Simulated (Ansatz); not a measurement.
A geometry relaxed with B3LYP-D3(BJ)/def2-TZVP in Ansatz (a program for electronic structure), charge 0, multiplicity 2:

```xyz
3

H      0.8069    -0.2101     0.0000
N     -0.0014     0.4256     0.0000
H     -0.8055    -0.2155     0.0000
```

**Question.** Write the SMILES of this molecule.

**Answer.** `[NH2]`
